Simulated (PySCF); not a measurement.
PySCF input (TPSS/def2-TZVPD):

```python
from pyscf import gto, scf, dft

mol = gto.M(
    atom='''
    C     0.03001831    0.38890657    0.00079542
    C     1.23978496   -0.08731897   -0.00655119
    F    -1.07186953   -0.39122524    0.00452518
    H    -0.22543144    1.44614772    0.00468087
    H     2.25343763    0.26535385   -0.01087281
    ''',
    basis='def2-tzvpd',
    charge=0,
    spin=1,
    verbose=4,
)

mf = dft.UKS(mol, xc='tpss').density_fit(auxbasis='def2-universal-jkfit')
mf.grids.level = 3
mf.conv_tol = 1e-9
mf.max_cycle = 100
mf.max_memory = 1500
mf.kernel()
if not mf.converged:
    mf = mf.newton()
    mf.kernel(mf.make_rdm1())
for _ in range(2):
    mo, _, stable, _ = mf.stability(return_status=True)
    if stable:
        break
    mf.kernel(mf.make_rdm1(mo, mf.mo_occ))
mf.analyze()
```

End of the output:

```
Extra cycle  E= -177.233801818157  delta_E= 4.21e-12  |g|= 5.98e-06  |ddm|= 7e-06
converged SCF energy = -177.233801818157  <S^2> = 0.76205169  2S+1 = 2.0120156
uhf_internal: lowest eigs of H = [0.54098024 0.59505954 0.59795208]
<class 'pyscf.df.df_jk.DFUKS'> wavefunction is stable in the internal stability analysis
**** SCF Summaries ****
Total Energy =                        -177.233801818157019
Nuclear Repulsion Energy =              60.826218989816333
One-electron Energy =                 -362.996486917953746
Two-electron Energy =                  124.936466109980387
Two-electron Coulomb Energy =          146.958383657484262
DFT Exchange-Correlation Energy =      -22.021917547503882
HOMO-LUMO gap [eV] =                     2.889988844552817
**** MO energy ****
                             alpha | beta                alpha | beta
MO #1   energy= -24.4277720231591  | -24.4270296515577  occ= 1 | 1
MO #2   energy= -10.0789593502453  | -10.0805983863744  occ= 1 | 1
MO #3   energy= -10.0262475289013  | -10.0101848895853  occ= 1 | 1
MO #4   energy= -1.15370985359623  | -1.15197355591847  occ= 1 | 1
MO #5   energy= -0.730021331929596 | -0.711230539404074 occ= 1 | 1
MO #6   energy= -0.561934473077105 | -0.547641722365213 occ= 1 | 1
MO #7   energy= -0.487388970841987 | -0.480168155137136 occ= 1 | 1
MO #8   energy= -0.46113267541104  | -0.451866720789535 occ= 1 | 1
MO #9   energy= -0.413058014578397 | -0.414525253265342 occ= 1 | 1
MO #10  energy= -0.343928083284478 | -0.339754578780525 occ= 1 | 1
MO #11  energy= -0.255653969691814 | -0.244209503489444 occ= 1 | 1
MO #12  energy= -0.243035050694981 | -0.136829918680437 occ= 1 | 0
MO #13  energy= -0.029976749639367 | -0.0178080585463576 occ= 0 | 0
MO #14  energy= 0.00499177957805482 | 0.0117692198169584 occ= 0 | 0
MO #15  energy= 0.0288573038340856 | 0.0353358827625964 occ= 0 | 0
MO #16  energy= 0.0458519642389467 | 0.0511164589281595 occ= 0 | 0
MO #17  energy= 0.0638531466836602 | 0.0739519657911509 occ= 0 | 0
MO #18  energy= 0.0827555816981317 | 0.0851457788687339 occ= 0 | 0
MO #19  energy= 0.107997712100551  | 0.112287347416669  occ= 0 | 0
MO #20  energy= 0.110490742340637  | 0.121758169495044  occ= 0 | 0
MO #21  energy= 0.133018907704616  | 0.144028125165076  occ= 0 | 0
MO #22  energy= 0.139744114633451  | 0.14932001592199   occ= 0 | 0
MO #23  energy= 0.176220220791329  | 0.184495161518463  occ= 0 | 0
MO #24  energy= 0.180789182082497  | 0.18942851589924   occ= 0 | 0
MO #25  energy= 0.197516923331974  | 0.204058156931242  occ= 0 | 0
MO #26  energy= 0.207404100750782  | 0.220050322008909  occ= 0 | 0
MO #27  energy= 0.224575845200584  | 0.230854894810537  occ= 0 | 0
MO #28  energy= 0.236116026736894  | 0.245760239725078  occ= 0 | 0
MO #29  energy= 0.244055448024303  | 0.25208473590556   occ= 0 | 0
MO #30  energy= 0.261539763848803  | 0.268477201548862  occ= 0 | 0
MO #31  energy= 0.276814274441343  | 0.279495345001392  occ= 0 | 0
MO #32  energy= 0.306515824756986  | 0.313319010092331  occ= 0 | 0
MO #33  energy= 0.327180586144556  | 0.334476251446053  occ= 0 | 0
MO #34  energy= 0.331300201014089  | 0.335626866661515  occ= 0 | 0
MO #35  energy= 0.355368773287634  | 0.358842299698296  occ= 0 | 0
MO #36  energy= 0.359953440901455  | 0.368427306021845  occ= 0 | 0
MO #37  energy= 0.372676489028949  | 0.380390059063352  occ= 0 | 0
MO #38  energy= 0.389098439373562  | 0.40079071423229   occ= 0 | 0
MO #39  energy= 0.409535508215975  | 0.422220788153379  occ= 0 | 0
MO #40  energy= 0.421733497109273  | 0.429353813955565  occ= 0 | 0
MO #41  energy= 0.423848950980885  | 0.436813139399658  occ= 0 | 0
MO #42  energy= 0.480842975101308  | 0.485715764827222  occ= 0 | 0
MO #43  energy= 0.494383158145502  | 0.500629944181974  occ= 0 | 0
MO #44  energy= 0.509411652530167  | 0.523422485107252  occ= 0 | 0
MO #45  energy= 0.56731930411898   | 0.582800412600253  occ= 0 | 0
MO #46  energy= 0.589097887448576  | 0.595928275706762  occ= 0 | 0
MO #47  energy= 0.621899539715418  | 0.624098579018826  occ= 0 | 0
MO #48  energy= 0.621986222344819  | 0.629141194772509  occ= 0 | 0
MO #49  energy= 0.649933980401301  | 0.654218710991726  occ= 0 | 0
MO #50  energy= 0.65259028525894   | 0.66259382819218   occ= 0 | 0
MO #51  energy= 0.670794853368327  | 0.681598902974108  occ= 0 | 0
MO #52  energy= 0.691841060652004  | 0.707900956878255  occ= 0 | 0
MO #53  energy= 0.733975497272335  | 0.747983114718141  occ= 0 | 0
MO #54  energy= 0.740903354454458  | 0.752312774838644  occ= 0 | 0
MO #55  energy= 0.793063498358935  | 0.800846023912811  occ= 0 | 0
MO #56  energy= 0.813588212093066  | 0.835202010604284  occ= 0 | 0
MO #57  energy= 0.836289899998871  | 0.865315141069694  occ= 0 | 0
MO #58  energy= 0.926266863938086  | 0.942780731696629  occ= 0 | 0
MO #59  energy= 0.968966892687217  | 0.99235521120393   occ= 0 | 0
MO #60  energy= 0.995235296387174  | 0.99838050312946   occ= 0 | 0
MO #61  energy= 1.01318406001697   | 1.01918760406809   occ= 0 | 0
MO #62  energy= 1.08579919711034   | 1.09965546935014   occ= 0 | 0
MO #63  energy= 1.12785554617125   | 1.14297591294534   occ= 0 | 0
MO #64  energy= 1.17774192267171   | 1.18849490789986   occ= 0 | 0
MO #65  energy= 1.1948340158554    | 1.19855327193533   occ= 0 | 0
MO #66  energy= 1.2736266292742    | 1.2866966985242    occ= 0 | 0
MO #67  energy= 1.35623527166297   | 1.37292731969153   occ= 0 | 0
MO #68  energy= 1.36596017177809   | 1.3821849666201    occ= 0 | 0
MO #69  energy= 1.45719255998687   | 1.46870016787874   occ= 0 | 0
MO #70  energy= 1.61939087839172   | 1.642773698798     occ= 0 | 0
MO #71  energy= 1.7237117001325    | 1.74400049388136   occ= 0 | 0
MO #72  energy= 1.72889474384261   | 1.7684346663923    occ= 0 | 0
MO #73  energy= 1.7722182736731    | 1.80504275412453   occ= 0 | 0
MO #74  energy= 1.79397652348071   | 1.81886319962479   occ= 0 | 0
MO #75  energy= 1.82659013865085   | 1.84160952965283   occ= 0 | 0
MO #76  energy= 1.92525470360259   | 1.942111569709     occ= 0 | 0
MO #77  energy= 1.99215989497117   | 2.00644845758154   occ= 0 | 0
MO #78  energy= 2.07907371089498   | 2.09759627490438   occ= 0 | 0
MO #79  energy= 2.1779048766801    | 2.18878321642267   occ= 0 | 0
MO #80  energy= 2.1904626462526    | 2.19725141457768   occ= 0 | 0
MO #81  energy= 2.21469990120076   | 2.22819571224442   occ= 0 | 0
MO #82  energy= 2.29746318851197   | 2.30313057665124   occ= 0 | 0
MO #83  energy= 2.37318537389336   | 2.39008266629467   occ= 0 | 0
MO #84  energy= 2.40422283670361   | 2.42378131199747   occ= 0 | 0
MO #85  energy= 2.52325305761432   | 2.5471897370748    occ= 0 | 0
MO #86  energy= 2.55171345669323   | 2.5724668350529    occ= 0 | 0
MO #87  energy= 2.57447732489628   | 2.59614554081232   occ= 0 | 0
MO #88  energy= 2.71389447873853   | 2.73138299539677   occ= 0 | 0
MO #89  energy= 2.71422644205934   | 2.76121468567114   occ= 0 | 0
MO #90  energy= 2.7904210925153    | 2.81836792772911   occ= 0 | 0
MO #91  energy= 2.82140028670495   | 2.8463160220061    occ= 0 | 0
MO #92  energy= 2.82628880657825   | 2.855311684352     occ= 0 | 0
MO #93  energy= 2.88332027943824   | 2.92026304860215   occ= 0 | 0
MO #94  energy= 2.93067078562628   | 2.96035450934584   occ= 0 | 0
MO #95  energy= 2.96109581312043   | 3.01735857254319   occ= 0 | 0
MO #96  energy= 3.04017205688778   | 3.06744326581265   occ= 0 | 0
MO #97  energy= 3.08218324592314   | 3.09154484267836   occ= 0 | 0
MO #98  energy= 3.11390580415343   | 3.17910883106738   occ= 0 | 0
MO #99  energy= 3.17487967069335   | 3.20886508844566   occ= 0 | 0
MO #100 energy= 3.20638501365324   | 3.23583004099249   occ= 0 | 0
MO #101 energy= 3.22577129321679   | 3.2384209448088    occ= 0 | 0
MO #102 energy= 3.36330393619146   | 3.38306385619005   occ= 0 | 0
MO #103 energy= 3.39786868204509   | 3.42330408735501   occ= 0 | 0
MO #104 energy= 3.44251934114726   | 3.47347599281068   occ= 0 | 0
[...]
```

It need not be the lowest isomer of its formula.
